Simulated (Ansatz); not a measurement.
## Molecular dynamics, step by step

BSiH3F (SMILES [BH][SiH2]F), doublet, revPBE-D4/STO-3G (Ansatz 0.2.0). Settings (timestep in fs, temperature in K, friction in 1/fs; T counts 18 degrees of freedom, while the starting velocities carry no drift of the centre of mass, so T starts below the set value):

```yaml
hamiltonian: {xc: {name: revPBE}, dispersion: d4}
md: {n_steps: 60, timestep: 0.75, temperature: 200, ensemble: nvt_langevin, seed: 79, friction: 0.002, initial_velocities: maxwell_boltzmann}
```

Start (the SMILES describes the start alone):

```
6
angstrom
B -1.2327 0.2058 -0.6800
Si 0.4408 0.1026 0.2216
F 0.9177 -1.3998 0.6574
H -2.2069 -0.2023 -1.1474
H 1.5993 0.5190 -0.5769
H 0.4819 0.7746 1.5253
```

```json
{"step": "0", "time (fs)": "0.00", "potential energy less the start (meV)": "0.0", "kinetic energy (meV)": "129.3", "T (K)": "167"}
{"step": "4", "time (fs)": "3.00", "potential energy less the start (meV)": "-28.4", "kinetic energy (meV)": "164.4", "T (K)": "212"}
{"step": "8", "time (fs)": "6.00", "potential energy less the start (meV)": "-126.5", "kinetic energy (meV)": "266.2", "T (K)": "343"}
{"step": "12", "time (fs)": "9.00", "potential energy less the start (meV)": "-132.9", "kinetic energy (meV)": "292.7", "T (K)": "377"}
{"step": "16", "time (fs)": "12.00", "potential energy less the start (meV)": "-106.3", "kinetic energy (meV)": "256.8", "T (K)": "331"}
{"step": "20", "time (fs)": "15.00", "potential energy less the start (meV)": "-26.1", "kinetic energy (meV)": "178.8", "T (K)": "231"}
{"step": "24", "time (fs)": "18.00", "potential energy less the start (meV)": "-49.8", "kinetic energy (meV)": "194.8", "T (K)": "251"}
{"step": "28", "time (fs)": "21.00", "potential energy less the start (meV)": "-119.8", "kinetic energy (meV)": "262.7", "T (K)": "339"}
{"step": "32", "time (fs)": "24.00", "potential energy less the start (meV)": "-210.8", "kinetic energy (meV)": "348.0", "T (K)": "449"}
{"step": "36", "time (fs)": "27.00", "potential energy less the start (meV)": "-224.1", "kinetic energy (meV)": "380.9", "T (K)": "491"}
{"step": "40", "time (fs)": "30.00", "potential energy less the start (meV)": "-135.2", "kinetic energy (meV)": "290.0", "T (K)": "374"}
{"step": "44", "time (fs)": "33.00", "potential energy less the start (meV)": "10.0", "kinetic energy (meV)": "140.4", "T (K)": "181"}
{"step": "48", "time (fs)": "36.00", "potential energy less the start (meV)": "39.6", "kinetic energy (meV)": "122.7", "T (K)": "158"}
{"step": "52", "time (fs)": "39.00", "potential energy less the start (meV)": "-56.5", "kinetic energy (meV)": "209.2", "T (K)": "270"}
{"step": "56", "time (fs)": "42.00", "potential energy less the start (meV)": "-216.4", "kinetic energy (meV)": "373.0", "T (K)": "481"}
{"step": "60", "time (fs)": "45.00", "potential energy less the start (meV)": "-239.0", "kinetic energy (meV)": "417.9", "T (K)": "539"}
```

Step 36, positions (Å) and forces (eV/Å):

```csv
atom,x,y,z,Fx,Fy,Fz
B1,-1.307,0.293,-0.655,-0.227,-1.461,-0.405
Si2,0.442,0.097,0.197,0.478,-0.494,0.705
F3,0.902,-1.468,0.698,-0.414,0.752,-0.387
H4,-1.810,-0.741,-1.077,-0.109,0.965,0.140
H5,1.447,0.557,-0.766,0.129,0.137,-0.044
H6,0.519,0.941,1.396,0.142,0.102,-0.008
```

Step 44, positions (Å) and forces (eV/Å):

| atom | x | y | z | Fx | Fy | Fz |
| --- | --- | --- | --- | --- | --- | --- |
| B1 | -1.288 | 0.284 | -0.649 | -0.012 | 0.368 | 0.024 |
| Si2 | 0.425 | 0.090 | 0.195 | 2.489 | -0.214 | 0.804 |
| F3 | 0.892 | -1.440 | 0.681 | -0.604 | -0.785 | 0.084 |
| H4 | -1.757 | -0.717 | -1.000 | -0.884 | -0.586 | -0.501 |
| H5 | 1.561 | 0.312 | -0.757 | -0.640 | 0.700 | -0.024 |
| H6 | 0.729 | 0.829 | 1.442 | -0.350 | 0.518 | -0.387 |

Step 52, positions (Å) and forces (eV/Å):

```tsv
atom	x	y	z	Fx	Fy	Fz
B1	-1.276	0.266	-0.644	-1.167	-0.759	-0.545
Si2	0.436	0.083	0.200	1.639	0.647	0.593
F3	0.871	-1.422	0.662	-0.191	-1.879	0.629
H4	-1.903	-0.715	-1.020	0.311	0.868	0.218
H5	1.496	0.290	-0.789	-0.095	0.777	-0.495
H6	0.819	0.884	1.392	-0.497	0.346	-0.400
```

Last step (60):

```json
{"atom": "B1", "x (Å)": "-1.2912", "y (Å)": "0.2338", "z (Å)": "-0.6492"}
{"atom": "Si2", "x (Å)": "0.4658", "y (Å)": "0.0842", "z (Å)": "0.2082"}
{"atom": "F3", "x (Å)": "0.8466", "y (Å)": "-1.4314", "z (Å)": "0.6504"}
{"atom": "H4", "x (Å)": "-2.0411", "y (Å)": "-0.5751", "z (Å)": "-1.0236"}
{"atom": "H5", "x (Å)": "1.3617", "y (Å)": "0.4971", "z (Å)": "-0.9277"}
{"atom": "H6", "x (Å)": "0.7651", "y (Å)": "1.0718", "z (Å)": "1.2513"}
```

Hardware: 2 CPU threads of an Intel Xeon Platinum 8259CL, shared host. Wall time about 54 s.
